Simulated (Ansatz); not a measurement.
System: K2Hg3Sn2S8 (Aea2, No. 41; cell taken from a computed entry). Method: r²SCAN (Ansatz, a quantum-chemistry and plane-wave program, PAW).

Numerical settings: plane-wave cutoff 560 eV, 2×6×6 k mesh (along the axes of the cell as run), Fermi–Dirac smearing 0.01 eV, scalar-relativistic PAW data made under PBE.

Cell (relaxed with PBEsol):

Space group Aea2 (No. 41); a = 19.5803 Å, b = 9.8739 Å, c = 8.4983 Å, α = β = γ = 90.00°

```
atom  site  symmetry       x       y       z
----  ----  --------  ------  ------  ------
K       8b         1  0.1188  0.2909  0.1575
Sn      8b         1  0.3664  0.2847  0.1625
Hg      8b         1  0.2459  0.0379  0.3524
Hg      4a       ..2  0.0000  0.0000  0.0088
S       8b         1  0.3674  0.0817  0.3220
S       8b         1  0.3744  0.4885  0.3189
S       8b         1  0.4701  0.2700  0.0047
S       8b         1  0.2672  0.2865  0.0044
```
(The calculation used a cell of 30 atoms; values per cell refer to that cell.)

### Question
Predict the band gap and smallest direct gap on the k points sampled.

### Answer

band gap: 1.68 eV
smallest direct gap on the k points sampled: 2.31 eV

Note: cell and atoms aren't relaxed at this level (largest force component 0.16 eV/Å, pressure 0.8 GPa).

Spin–orbit coupling is not included.
